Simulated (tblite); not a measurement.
# FH5N: the cost of one run

Computed with tblite 0.8.0 and PySCF 2.14.0; each step states its level. No surroundings beyond the atoms listed, unless a continuum is named. Atoms count from 0, parts from 1.

## 1. Starting point

7 atoms, charge 1, multiplicity 1; geometry: rigid parts in contact. Parts: 1 = atoms 0–4, `[NH4+]`, charge 1; 2 = atoms 5–6, `F`, charge 0.

## 2. Search for minima with GFN2-xTB

Job settings and geometry (Å):

```
{"job": {"kind": "dock", "xc": "GFN2-xTB", "basis": "xTB"}, "charge": 1, "multiplicity": 1, "parts": [{"atoms": "0-4", "charge": 1, "multiplicity": 1}, {"atoms": "5-6", "charge": 0, "multiplicity": 1}]}
N     -0.000033     0.000009     0.000009
H     -0.592168    -0.794463    -0.279959
H     -0.412091     0.875819    -0.351197
H      0.061298     0.037217     1.027114
H      0.942994    -0.118581    -0.395967
F      2.601634    -1.335218    -0.344646
H      3.226091    -1.800386     0.168355
```

Method: GFN2-xTB search for minima from random contacts, gas phase.

Command:

```console
OMP_NUM_THREADS=1 python cluster_run.py task.json out
```

The driver reads the jobs from task.json and runs them one after another.

**Question.** How long does this first job take on 1 thread of Arm Neoverse N1, shared host?

About 2.8 s.
